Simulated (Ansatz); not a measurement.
H6NSi2 can be A, `N[SiH][SiH3]`•, or B, `[SiH3][N][SiH3]`•.

Computed with Ansatz on PBE0-D4/def2-TZVP structures; ΔE is electronic, products minus reactants. CCSD(T)/CBS is the MP2 limit (def2-TZVPP, def2-QZVPP) plus CCSD(T) − MP2 in def2-TZVPP, frozen cores. DFT in def2-TZVPP. B3LYP here is the variant with VWN-RPA as its local correlation; programs differ in this. No spin–orbit coupling; open shells (•) take unrestricted orbitals. Each species was taken in one conformer, which may not be the lowest.

(1) Which isomer does CCSD(T)/CBS put lower? Give the gap. (Best estimate.)

(2) Give E(B) − E(A) in kcal/mol with B2PLYP, B3LYP-D4, B3LYP, BLYP-D4, ωB97M-V, CCSD(T)/def2-SVP, LDA (SPW92). (An estimate is asked.)

(3) Does the order hold for the free energy at 298.15 K (harmonic terms from PBE0-D4)? (An estimate is asked.)

Largest T1 diagnostic: 0.018.

Results:

(1) Ansatz gave: A, by 12.1 kcal/mol.

(2) Computed: B2PLYP 10.6, B3LYP-D4 10.2, B3LYP 9.9, BLYP-D4 10.6, ωB97M-V 10.1, CCSD(T)/def2-SVP 11.3, LDA (SPW92) 20.9. None reverses the order clearly.

(3) Ansatz gave: Yes: G(B) − G(A) = +7.5 kcal/mol, for one conformer each. Modes under 60 cm⁻¹, often nearly free rotors, make the harmonic entropy too high.

Leaving LDA and LC-ωPBE aside and taking each functional with its dispersion term where it has one, the values, not all of them listed here, spread over 10.5 kcal/mol, from BHLYP-D4 to PBE-D4. LDA lies +4.0 kcal/mol from PBE without D4. From BLYP to BHLYP (50 % exact exchange), in def2-TZVPP and without D4, E(B) − E(A) moves by −4.1 kcal/mol.
